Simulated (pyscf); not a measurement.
F–Si•(F)–F + water (H₂O) -> HO–Si(F)(F)–F + H atom (H•) (substitution at O; doublet surface; H–O broken, O–Si formed). Single points on ωB97X-D3(BJ)/def2-SVP structures (PySCF, gas phase). Rate constants from transition-state theory, ωB97M-D3(BJ)/def2-TZVP energies (ideal gas, 1 atm, RRHO with modes under 100 cm⁻¹ raised to 100, one conformer, R ln 2 for rigid chiral ones; no tunnelling), k in cm³ molecule⁻¹ s⁻¹.

| T (K) | 1000/T | log10 k |
|---|---|---|
| 298 | 3.354 | -20.96 |
| 600 | 1.667 | -16.55 |
| 900 | 1.111 | ? |
| 1200 | 0.833 | -13.84 |

Fit an Arrhenius line to the three values, give the activation energy, and predict k at 900 K.

Least squares gives log10 k = -11.66 − 2.79 × 1000/T, so Ea = 2.79 × ln 10 × 1.987 = 12.8 kcal/mol, against an electronic barrier of 14.3. At 900 K the line gives -14.76; the computed value is -14.84 (ΔG‡ = 37.9 kcal/mol), a factor 1.2 under the line, since the plot is curved. On the reactant side the descent ends in a complex, 7.3 kcal/mol under the separated species and 24.9 kcal/mol under the saddle at ωB97X-D3(BJ)/def2-TZVP. At ωB97X-D3(BJ) the barrier from the zero used here is 17.5 kcal/mol. This is the saddle that the search found; another between the same sides may lie lower. The angle at the attacked O is 140°.
